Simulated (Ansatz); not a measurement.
Conformers of methyl acrylate (`C=CC(=O)OC`), each relaxed with PBE0-D4/def2-TZVP in Ansatz. CBS adds the triple-zeta coupled-cluster correction to the MP2 limit.

Not all of them had a frequency check.

Conformer A:

Cartesian coordinates in Å:
```
C -0.009 0.380 -2.462
C 0.585 0.102 -1.310
C -0.197 0.042 -0.057
O -1.382 0.228 0.043
O 0.597 -0.253 0.983
C -0.062 -0.334 2.241
H -1.077 0.566 -2.492
H 0.547 0.429 -3.390
H 1.649 -0.090 -1.235
H -0.829 -1.110 2.223
H 0.711 -0.580 2.967
H -0.533 0.618 2.490
```

Conformer B:

Cartesian coordinates in Å:
```
C -0.982 1.952 -0.297
C -0.293 1.403 0.695
C 0.281 0.044 0.661
O 0.902 -0.436 1.575
O 0.041 -0.603 -0.488
C 0.577 -1.918 -0.562
H -1.379 2.957 -0.213
H -1.167 1.413 -1.218
H -0.102 1.931 1.621
H 0.161 -2.549 0.225
H 1.663 -1.898 -0.456
H 0.298 -2.298 -1.542
```

Question: Which is lowest in electronic energy at CCSD(T)/CBS (frozen core, def2 sets), and by how much? (Best estimate.)

Answer: Computed: A; B lies 2.3 kJ/mol higher.

Question: Give the energies relative to A (kJ/mol) with B3LYP-D4/def2-TZVPP, B2PLYP/def2-TZVPP, PBE/def2-TZVPP, MP2/def2-TZVPP, SCS-MP2/def2-QZVPP, HF/CBS(def2), CCSD/CBS(def2). (Best estimate.)

Answer: Computed: 
```json
{"level": "B3LYP-D4/def2-TZVPP", "B": "2.4"}
{"level": "B2PLYP/def2-TZVPP", "B": "2.8"}
{"level": "PBE/def2-TZVPP", "B": "3.4"}
{"level": "MP2/def2-TZVPP", "B": "2.7"}
{"level": "SCS-MP2/def2-QZVPP", "B": "2.2"}
{"level": "HF/CBS(def2)", "B": "1.6"}
{"level": "CCSD/CBS(def2)", "B": "2.0"}
```

B3LYP here is the variant with VWN-RPA as its local correlation; programs differ in this.
